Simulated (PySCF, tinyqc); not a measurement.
LCCD on RHF in the sto-3g basis, frozen core, for HF, spin multiplicity 1, step by step. The lowest restricted solution is unstable here: a spin-polarised one lies 0.0128 hartree lower (PySCF). One step of it, computed by the program tinyqc.

Problem. LCCD: starting amplitudes. t_ij^ab = <ij||ab> / (e_i + e_j - e_a - e_b), whose energy is MP2.

orbital energies (hartree): MO1 -25.930400, MO2 -1.408597, MO3 -0.464345, MO4 -0.464345, MO5 -0.459919, MO6 0.314011

Two-electron integrals over orbitals (pq|rs), unique and non-zero (hartree); the lowest 1 orbital is frozen and left out:
```
(22|22) 0.877041    (32|32) 0.190582    (33|22) 0.897910    (33|33) 0.997514
(42|42) 0.190582    (43|43) 0.053770    (44|22) 0.897910    (44|33) 0.889973
(44|44) 0.997514    (52|22) -0.045626   (52|33) -0.061091   (52|44) -0.061091
(52|52) 0.129343    (53|32) -0.024779   (53|53) 0.033594    (54|42) -0.024779
(54|54) 0.033594    (55|22) 0.678009    (55|33) 0.664019    (55|44) 0.664019
(55|52) -0.010275   (55|55) 0.660813    (62|22) -0.075841   (62|33) -0.075548
(62|44) -0.075548   (62|52) -0.081112   (62|55) -0.020583   (62|62) 0.091291
(63|32) -0.025363   (63|53) -0.023272   (63|63) 0.028598    (64|42) -0.025363
(64|54) -0.023272   (64|64) 0.028598    (65|22) -0.249950   (65|33) -0.255643
(65|44) -0.255643   (65|52) 0.074375    (65|55) -0.088677   (65|62) 0.032029
(65|65) 0.242130    (66|22) 0.630608    (66|33) 0.616396    (66|44) 0.616396
(66|52) 0.040981    (66|55) 0.640143    (66|62) -0.049948   (66|65) -0.028220
(66|66) 0.663939
```

Give: Starting amplitudes; correlation energy.

Solution.

Starting amplitudes (spin orbitals 1a, 1b, ...; amplitudes related by a flip of all spins are not repeated):
```
from      to       t
5a 5b  6a 6b  -0.156
2a 2b  6a 6b  -0.026
4a 4b  6a 6b  -0.018
3a 3b  6a 6b  -0.018
2a 5b  6a 6b  -0.013
```

correlation energy = -0.04217 hartree
